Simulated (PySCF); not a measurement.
Species: C₂H₃Cl.
SMILES with atom numbers: `[CH2:1]=[CH:2][Cl:3]` (hydrogens: H4, H5 on C1; H6 on C2)

The same species was optimised twice, with GFN2-xTB and with PBE0-D3(BJ)/def2-SVP (PySCF), and the same property calculations (PySCF, gas phase) were run on both structures.

| coordinate | GFN2-xTB | PBE0-D3(BJ)/def2-SVP | change |
| --- | --- | --- | --- |
| C1–H5 (Å) | 1.076 | 1.092 | +0.016 |
| C1–H4 (Å) | 1.076 | 1.092 | +0.016 |
| C2–H6 (Å) | 1.079 | 1.093 | +0.014 |
| C1=C2 (Å) | 1.318 | 1.329 | +0.011 |
| C2–Cl3 (Å) | 1.720 | 1.726 | +0.006 |
| H4–C1–H5 (°) | 117.3 | 118.6 | +1.3 |
| C2–C1–H5 (°) | 120.5 | 119.5 | -1.0 |
| C1–C2–Cl3 (°) | 122.9 | 123.5 | +0.6 |
| C1–C2–H6 (°) | 123.9 | 123.4 | -0.5 |
| C2–C1–H4 (°) | 122.3 | 122.0 | -0.3 |
| Cl3–C2–H6 (°) | 113.2 | 113.1 | -0.1 |

Rotational constants: A = 57985, B = 6096, C = 5516 MHz (GFN2-xTB) against A = 57473, B = 6009, C = 5440 MHz (PBE0-D3(BJ)/def2-SVP). Point groups within 0.08 Å: Cs and Cs. Atoms that the bonding makes alike are paired by their places after alignment.

On the GFN2-xTB structure: HOMO (eV) -7.62 [PBE0/pcSseg-1]; LUMO (eV) -0.19 [PBE0/pcSseg-1]; dipole (D) 1.50 [PBE0/pcSseg-1]; GIAO shielding of C1 (ppm) 62.4 [PBE0/pcSseg-1]; GIAO shielding of C2 (ppm) 46.3 [PBE0/pcSseg-1]; GIAO shielding of Cl3 (ppm) 725.4 [PBE0/pcSseg-1].

Question: What do these properties become on the PBE0-D3(BJ)/def2-SVP structure?

Answer: 
```
                                    property          level  on GFN2-xTB  on PBE0-D3(BJ)/def2-SVP  change
                                   HOMO (eV)  PBE0/pcSseg-1        -7.62                    -7.61   +0.01
                                   LUMO (eV)  PBE0/pcSseg-1        -0.19                    -0.25   -0.06
                                  dipole (D)  PBE0/pcSseg-1         1.50                     1.50    0.00
energy, GFN2-xTB geometry as zero (kcal/mol)  PBE0/pcSseg-1          0.0                     -0.2    -0.2
                  GIAO shielding of C1 (ppm)  PBE0/pcSseg-1         62.4                     59.3    -3.1
                  GIAO shielding of C2 (ppm)  PBE0/pcSseg-1         46.3                     43.4    -2.9
                 GIAO shielding of Cl3 (ppm)  PBE0/pcSseg-1        725.4                    718.4    -7.0
```

The heavy atoms differ by 0.009 Å rms after alignment. Among all bonds C1–H4 and C1–H5 change most and about equally (+0.016 Å). Changes are differences of the printed values. Neither structure is proved a minimum here.
